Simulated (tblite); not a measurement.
Sulfate ion, SO₄ (charge -2).
SMILES: `S([O-])([O-])(=O)=O`

Level: GFN2-xTB in tblite, geometry and Hessian alike; calculated harmonic values, unscaled, isolated species. The method is semi-empirical: single wavenumbers can be off by several per cent or more. Multiply charged ions are computed bare, without counter-ions or solvent.

Harmonic wavenumbers (cm⁻¹): 398.7, 398.7, 533.7, 533.8, 533.8, 859.0, 1007.2, 1007.3, 1007.3.

A = 5211, B = 5210, C = 5210 MHz; mass 95.952 u (most abundant isotopes); point group Td, symmetry number 12.

Zero-point energy?

½Σν̃ = 3140 cm⁻¹ = 37.56 kJ/mol.

Give the ideal-gas entropy at 350 K and 1 bar in the rigid-rotor, harmonic-oscillator model (classical rotation).

Translation 169.11, rotation 86.91, vibration 23.17: S = 279.2 J/(mol K).

And Cp and H(350 K) − H(0)?

Cp = 73.81 J/(mol K), of which vibrations give 40.56 (their classical limit is 9 R = 74.8); H(350 K) − H(0) = 17.24 kJ/mol without the zero-point energy, 5.60 from vibrations.

Which modes carry the vibrational entropy at 350 K?

398.7 cm⁻¹: 5.08; 398.7 cm⁻¹: 5.08; 533.7 cm⁻¹: 3.27; 533.8 cm⁻¹: 3.27; 533.8 cm⁻¹: 3.27; 859.0 cm⁻¹: 1.13 J/(mol K); the other 3 give 2.07 together.

What must be added to the electronic energy to get the Gibbs energy at 350 K and 1 bar?

ZPE + [H(350 K) − H(0)] − T·S = 37.56 + 17.24 − 97.72 = -42.92 kJ/mol.

Hardware: Arm Neoverse V1, one thread, on a shared host. Cost: under 0.1 s. The figure is for the frequency step alone.
